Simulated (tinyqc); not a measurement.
Inside a calculation. Method: CIS on RHF in the sto-6g basis, for H2O, spin multiplicity 1. One step of it, computed by the program tinyqc.

Problem. CIS singlet states. Diagonalise A (1 hartree = 27.211386 eV); each vector has its largest component positive (the first on a tie). The transition dipole is mu = sqrt2 sum c_ia <i|r|a>.

CIS matrix A, singlet (hartree):
```
           1>6        1>7       2>6        2>7        3>6        3>7        4>6        4>7
1>6  20.389378   0.000000  0.016211   0.000000   0.000000  -0.024298  -0.019222   0.000000
1>7   0.000000  20.452257  0.000000   0.046632  -0.001731   0.000000   0.000000  -0.030993
2>6   0.016211   0.000000  1.519324   0.000000   0.000000   0.056110   0.059956   0.000000
2>7   0.000000   0.046632  0.000000   1.581675  -0.031146   0.000000   0.000000  -0.020282
3>6   0.000000  -0.001731  0.000000  -0.031146   0.854475   0.000000   0.000000   0.040809
3>7  -0.024298   0.000000  0.056110   0.000000   0.000000   1.128994   0.094732   0.000000
4>6  -0.019222   0.000000  0.059956   0.000000   0.000000   0.094732   0.655605   0.000000
4>7   0.000000  -0.030993  0.000000  -0.020282   0.040809   0.000000   0.000000   0.765374
5>6   0.000000   0.000000  0.000000   0.000000   0.000000   0.000000   0.000000   0.000000
5>7   0.000000   0.000000  0.000000   0.000000   0.000000   0.000000   0.000000   0.000000

          5>6       5>7
1>6  0.000000  0.000000
1>7  0.000000  0.000000
2>6  0.000000  0.000000
2>7  0.000000  0.000000
3>6  0.000000  0.000000
3>7  0.000000  0.000000
4>6  0.000000  0.000000
4>7  0.000000  0.000000
5>6  0.522241  0.000000
5>7  0.000000  0.612488
```

dipole integrals <i|r|a> (bohr):
```
            x          y          z
1>6  0.000000   0.000000   0.039362
1>7  0.000000   0.054844   0.000000
2>6  0.000000   0.000000  -0.116093
2>7  0.000000  -0.169314   0.000000
3>6  0.000000  -0.834774   0.000000
3>7  0.000000   0.000000  -0.593722
4>6  0.000000   0.000000  -0.399641
4>7  0.000000  -0.617357   0.000000
5>6  0.076558   0.000000   0.000000
5>7  0.000000   0.000000   0.000000
```

Give: singlet excitation energies; lowest vectors; oscillator strengths 2/3 w |mu|^2.

Solution.

singlet excitation energies (eV): 14.2109  16.6667  17.2706  20.3922  23.6326  30.9075  41.7246  43.0887  554.8250  556.5387

lowest vectors:
```
     state 1  state 2  state 3  state 4  state 5  state 6
1>6   0.0000   0.0000   0.0008   0.0000   0.0000   0.0015
1>7   0.0000   0.0000   0.0000   0.0014   0.0005   0.0000
2>6   0.0000   0.0000  -0.0550   0.0000   0.0000  -0.1687
2>7   0.0000   0.0000   0.0000   0.0092   0.0509   0.0000
3>6   0.0000   0.0000   0.0000  -0.3596   0.9321   0.0000
3>7   0.0000   0.0000  -0.1819   0.0000   0.0000   0.9708
4>6   0.0000   0.0000   0.9818   0.0000   0.0000   0.1704
4>7   0.0000   0.0000   0.0000   0.9331   0.3587   0.0000
5>6   1.0000   0.0000   0.0000   0.0000   0.0000   0.0000
5>7   0.0000   1.0000   0.0000   0.0000   0.0000   0.0000
```

oscillator strengths 2/3 w |mu|^2: 0.0041  0.0000  0.0654  0.0768  1.1768  0.5913
